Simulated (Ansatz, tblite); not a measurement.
# The cluster Au₃S+: one state, many levels

How do method and basis change the picture of the cluster Au₃S+ (singlet)?

Computed with Ansatz 0.2.0, Gaussian basis. Level: as each input shows.

The runs, in order: GFN1-xTB, GFN2-xTB, PBE-D4/def2-TZVP, r2SCAN-D4/def2-TZVP, LC-ωPBE/def2-TZVP, LDA/def2-TZVP, ωB97X-V/def2-TZVP, B2PLYP/def2-TZVP, BLYP-D4/def2-TZVP, PBE+5HF/def2-TZVP, PBE+10HF/def2-TZVP, PBE+15HF/def2-TZVP, PBE+35HF/def2-TZVP, PBE+50HF/def2-TZVP, PBE-D4/def2-SVP, PBE0-D4/def2-SVP, CCSD(T)/def2-TZVP, RPA/def2-TZVP.

## (1) The geometry

The geometry is that of the singlet, from an earlier relaxation (r2SCAN-D4/def2-SVP). At that level it is the lowest of the isomers that a small search found.

4 atoms, charge 1, spin multiplicity 1.

Bond lengths: Au1–S4 2.271 Å, Au2–S4 2.271 Å, Au3–S4 2.271 Å. Angles: Au1–S4–Au2 97.0°, Au1–S4–Au3 96.7°, Au2–S4–Au3 96.8°.

Au takes a core potential in the def2 sets. No spin-orbit coupling is included. The ion is computed in the gas phase, without counter-ions or solvent.

PBE0-D4/def2-TZVP was run before; its log isn't repeated, and its numbers join the tables.

## (2) GFN1-xTB

Tight binding, by tblite at 300 K electronic temperature and without a spin-polarisation term:

```python
tblite.interface.Calculator('GFN1-xTB', numbers, positions, charge=1, uhf=0).singlepoint()
```

Energy -409.8891 eV, HOMO -17.05 eV, LUMO -15.17 eV; 0.004 s.

## (3) GFN2-xTB

Tight binding, by tblite at 300 K electronic temperature and without a spin-polarisation term:

```python
tblite.interface.Calculator('GFN2-xTB', numbers, positions, charge=1, uhf=0).singlepoint()
```

Energy -393.3718 eV, HOMO -15.94 eV, LUMO -12.77 eV; 0.003 s.

## (4) PBE-D4/def2-TZVP

start.molden holds the orbitals of an earlier run on this state, given as this run's starting guess.

The input, in.yaml:

```yaml
crystal:
  periodic: [false, false, false]
  atoms:
    - {symbol: Au, position_ang: [0.938388, 1.734736, 0.202895]}
    - {symbol: Au, position_ang: [-0.431225, -0.619785, -1.834348]}
    - {symbol: Au, position_ang: [-1.173607, -0.595565, 1.480272]}
    - {symbol: S, position_ang: [0.666444, -0.519376, 0.151172]}
basis:
  gaussian: {orbitals: def2-TZVP, initial_orbitals: start.molden}
total_charge: 1
hamiltonian: {xc: pbe, dispersion: d4}
scf: {omitted_lower_state_checks: [starts]}
output: {forces: true, orbitals: {seedname: orbitals}}
```

Launch:

```bash
ansatz run in.yaml --threads 4 --pin off --events-out ev --progress --plain --max-ram 3916MiB
```

Further steps of the session: r2SCAN-D4/def2-TZVP; LC-ωPBE/def2-TZVP; LDA/def2-TZVP; ωB97X-V/def2-TZVP; B2PLYP/def2-TZVP; BLYP-D4/def2-TZVP; PBE+5HF/def2-TZVP; PBE+10HF/def2-TZVP; PBE+15HF/def2-TZVP; PBE+35HF/def2-TZVP; PBE+50HF/def2-TZVP; PBE-D4/def2-SVP; PBE0-D4/def2-SVP; CCSD(T)/def2-TZVP; RPA/def2-TZVP.

Q: Predict the results of all the runs planned. Wanted: gap in def2-TZVP, named functionals, smallest and largest; gap over the share of exact exchange; correlation energy, CCSD(T)/def2-TZVP; PBE0 total energy, smallest basis above largest.

The runs gave:

| quantity | value |
| --- | --- |
| gap in def2-TZVP, named functionals, smallest and largest | 2.18 eV (BLYP-D4), 8.90 eV (LC-ωPBE) |
| gap over the share of exact exchange | 2.28 eV at 0, 6.32 eV at 0.5 |
| correlation energy, CCSD(T)/def2-TZVP | -37.15 eV |
| PBE0 total energy, smallest basis above largest | 4.53 eV (def2-SVP, def2-TZVP) |

What this shows: Over the named functionals in def2-TZVP the gap runs from 2.18 eV (BLYP-D4) to 8.90 eV (LC-ωPBE); exact exchange widens it. Raising the share of exact exchange from 0 to 0.5 moves the HOMO by -1.87 eV and the LUMO by +2.18 eV.
